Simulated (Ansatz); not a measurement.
**C3H3NO: up Jacob's ladder to CCSD(T)**

An exercise on one series of results from a longer session: the logs are not shown, and one member is left open.

The runs use Ansatz 0.2.0, Gaussian basis; functionals in def2-TZVPP, the program's frozen cores in correlated methods.

The runs, in order: LDA (SPW92), PBE-D4, revPBE-D4, BLYP-D4, r2SCAN-D4, B97M-V, PBE0-D4, B3LYP-D4, r2SCANh-D4, r2SCAN0-D4, HSE06-D4, BHLYP-D4, CAM-B3LYP-D4, LC-ωPBE, ωB97X-V, ωB97M-V, B2PLYP, PBE-QIDH; CCSD(T)/def2-SVP; CCSD(T)/def2-TZVPP; MP2/def2-QZVPP; extrapolation to the limit; RPA on PBE.

### The geometry

All runs share one geometry, relaxed beforehand with PBE0-D4 in a triple-zeta def2 set.

8 atoms, charge 0, spin multiplicity 1.

Atoms are counted from 1 here; the program's logs count them from 0.

Bond lengths: N1–C2 1.338 Å, N1–H6 1.006 Å, N1–H7 1.003 Å, C2–C3 1.344 Å, C2–H8 1.092 Å, C3–C4 1.284 Å, C4–O5 1.167 Å. Angles: C2–N1–H6 119.5°, C2–N1–H7 121.5°, H6–N1–H7 119.0°, N1–C2–C3 124.1°, N1–C2–H8 113.1°, C3–C2–H8 122.8°, C2–C3–C4 138.6°, C3–C4–O5 171.8°.

Geometry (Å):

| atom | x (Å) | y (Å) | z (Å) |
| --- | --- | --- | --- |
| N1 | 0.3557 | -0.1732 | 1.4968 |
| C2 | 0.1405 | -0.3962 | 0.1950 |
| C3 | -0.2505 | 0.5491 | -0.6766 |
| C4 | -0.5284 | 0.6506 | -1.9264 |
| O5 | -0.8104 | 0.9031 | -3.0299 |
| H6 | 0.2228 | 0.7519 | 1.8693 |
| H7 | 0.6473 | -0.9088 | 2.1132 |
| H8 | 0.3152 | -1.4336 | -0.0974 |

The first run:

File in.yaml:

```yaml
crystal:
  periodic: [false, false, false]
  atoms:
    - {symbol: N, position_ang: [0.355653, -0.173223, 1.496802]}
    - {symbol: C, position_ang: [0.140511, -0.396220, 0.194987]}
    - {symbol: C, position_ang: [-0.250532, 0.549098, -0.676562]}
    - {symbol: C, position_ang: [-0.528356, 0.650642, -1.926383]}
    - {symbol: O, position_ang: [-0.810404, 0.903079, -3.029852]}
    - {symbol: H, position_ang: [0.222783, 0.751898, 1.869339]}
    - {symbol: H, position_ang: [0.647342, -0.908756, 2.113228]}
    - {symbol: H, position_ang: [0.315201, -1.433615, -0.097359]}
basis:
  gaussian: {orbitals: def2-TZVPP}
hamiltonian: {xc: lda}
output: {orbitals: {seedname: orbitals}}
```

Run with:

```bash
ansatz run in.yaml --threads 2 --pin off --events-out ev --progress --plain --max-ram 4352MiB
```

Among the steps run: LDA; PBE-D4 (GGA); revPBE-D4 (GGA); BLYP-D4 (GGA); r2SCAN-D4 (meta-GGA); B97M-V (meta-GGA); PBE0-D4 (hybrid); B3LYP-D4 (hybrid); r2SCANh-D4 (hybrid); r2SCAN0-D4 (hybrid); HSE06-D4 (hybrid); BHLYP-D4 (hybrid); CAM-B3LYP-D4 (range-separated); LC-ωPBE (range-separated); ωB97X-V (range-separated); ωB97M-V (range-separated); B2PLYP (double hybrid); PBE-QIDH (double hybrid).

One of the session's tables, all rows but one given; the rest of the session is left out.

It belongs to the step «Frontier levels by functional». 

```
  functional  HOMO (eV)  gap (eV)
 LDA (SPW92)      -5.42      3.02
      PBE-D4      -5.24      3.09
   revPBE-D4      -5.17      3.11
     BLYP-D4      -5.12      3.10
   r2SCAN-D4      -5.46      3.45
      B97M-V      -5.51      3.62
     PBE0-D4      -6.43      5.13
    B3LYP-D4      -6.23      4.72
  r2SCANh-D4      -5.91      4.21
  r2SCAN0-D4      -6.59      5.37
    HSE06-D4      -6.03      4.36
    BHLYP-D4      -7.54      7.25
CAM-B3LYP-D4      -7.75      7.51
     LC-ωPBE          ?         ?
     ωB97X-V      -8.68      9.52
     ωB97M-V      -8.60      9.38
```

Q: Estimate the row for LC-ωPBE from the others.

As computed: HOMO (eV): -9.01; gap (eV): 9.85. In the column «HOMO (eV)» it is the lowest.
